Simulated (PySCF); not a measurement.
Cyclopentadienyl radical, C5H5 (doublet state).
Atom-mapped SMILES: `[CH:1]1[CH:2]=[CH:3][CH:4]=[CH:5]1` (hydrogens: H6 on C1; H7 on C2; H8 on C3; H9 on C4; H10 on C5)

The calculation used UKS B3LYP, IGLO-III on C, pcH-1 on H, non-relativistic, mean-field spin-orbit, GIAO (PySCF 2.14.0). Isolated species at its PBE0-D3(BJ)/def2-SVP geometry, gas phase. Stability of the SCF solution: not tested.

**Question.** Predict the first-order ENDOR lines of C1 (×5) and H6 (×5) under fast tumbling at B = 345.3 mT (X band).

**Answer.** ν± = |νn ± a/2|, one line for each electron-spin manifold; νn = |g_N| × 7.62259 MHz/T × B.

```
 nuclei  isotope     g_N  νn (MHz)  a_iso (MHz)  lower line (MHz)  upper line (MHz)
C1 (×5)      13C  1.4048      3.70         6.05              0.67              6.72
H6 (×5)       1H  5.5857     14.70       -16.44              6.48             22.92
```

The rows for 13C, of low natural abundance, apply to labelled samples.

**Question.** Which pairs are centred on the nuclear Larmor frequency, and which on half the coupling?

**Answer.** Centred on νn, since |a| < 2νn: C1 (×5) and H6 (×5). No pair has |a| > 2νn.

**Question.** At what field would the lower line of C1 (×5) fall to zero frequency?

**Answer.** Where νn = |a|/2, that is B = 3.02 MHz/(1.4048 × 7.62259 MHz/T) = 282 mT, as far as first order holds there.

Nuclei that the bonding pattern makes equivalent are averaged, as if the motion that swaps them (rotation, inversion, ring flip) were fast. The 13C value of +6.0 MHz is a mean of couplings from -27.0 to 47.8 MHz in this one geometry, not an average over conformers. The 1H value of -16.4 MHz is a mean of couplings from -40.7 to 3.6 MHz in this one geometry, not an average over conformers.
